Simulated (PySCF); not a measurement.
**How well do the runs reproduce experiment for methyl propyl ether?**

**The experiment to reproduce.**

NIST CCCBDB Release 22 (SRD 101), experimental polarizabilities lists, for the gas: mean polarisability 8.86 Å³.

The results are set against them at the end.

Compound: methyl propyl ether, C₄H₁₀O.
Numbering: `[CH3:1][CH2:2][CH2:3][O:4][CH3:5]` (hydrogens: H6, H7, H8 on C1; H9, H10 on C2; H11, H12 on C3; H13, H14, H15 on C5)

Cartesian coordinates in Å at the PBE0-D3(BJ)/def2-TZVP level; atoms count from 1:
```xyz
15
C4H10O angstrom
C     -2.2053   -0.2065    0.6305
C     -1.0666   -0.5334   -0.3190
C      0.2261    0.1292    0.0935
O      1.2351   -0.2095   -0.8217
C      2.4650    0.3742   -0.4994
H     -3.1289   -0.7007    0.3236
H     -2.4011    0.8689    0.6615
H     -1.9799   -0.5305    1.6503
H     -1.3132   -0.2104   -1.3348
H     -0.9049   -1.6144   -0.3648
H      0.5126   -0.1927    1.1085
H      0.0988    1.2239    0.1285
H      3.1870    0.0646   -1.2554
H      2.8213    0.0469    0.4877
H      2.4024    1.4718   -0.4957
```

The PySCF runs (gas phase, on this PBE0-D3(BJ)/def2-TZVP geometry; no spin–orbit coupling):

```json
{"level": "CAM-B3LYP/aug-cc-pVTZ", "job": "10 singlets by full TDDFT, 4 Tamm–Dancoff triplets, polarisability", "basis functions": "460"}
{"level": "PBE0/aug-cc-pVTZ", "job": "10 singlets by full TDDFT, 4 Tamm–Dancoff triplets, polarisability, dynamic polarisability, density and orbital grids written", "basis functions": "460"}
{"level": "wB97X-D/aug-cc-pVTZ", "job": "10 singlets by full TDDFT, 4 Tamm–Dancoff triplets, polarisability, ΔSCF ions", "basis functions": "460"}
```

## Comparison

**Mean polarisability.** Measured: 8.86 Å³ (NIST CCCBDB Release 22 (SRD 101), experimental polarizabilities).

```tsv
level	computed (Å³)	computed − measured (Å³)	% (from the printed values)
CAM-B3LYP/aug-cc-pVTZ	8.61	-0.25	-3
PBE0/aug-cc-pVTZ	8.69	-0.17	-2
wB97X-D/aug-cc-pVTZ	8.61	-0.25	-3
```

All 3 levels lie below the measurement. The computed values are static and purely electronic, with core orbitals frozen in the response (1 au = 0.148185 Å³). The table of measured values doesn't say here whether a value is static or optical, or holds a vibrational part. The measurement averages over conformers, the calculation has one.

The geometry is computed, not the measured one. Where a level misses, the cause wasn't examined.
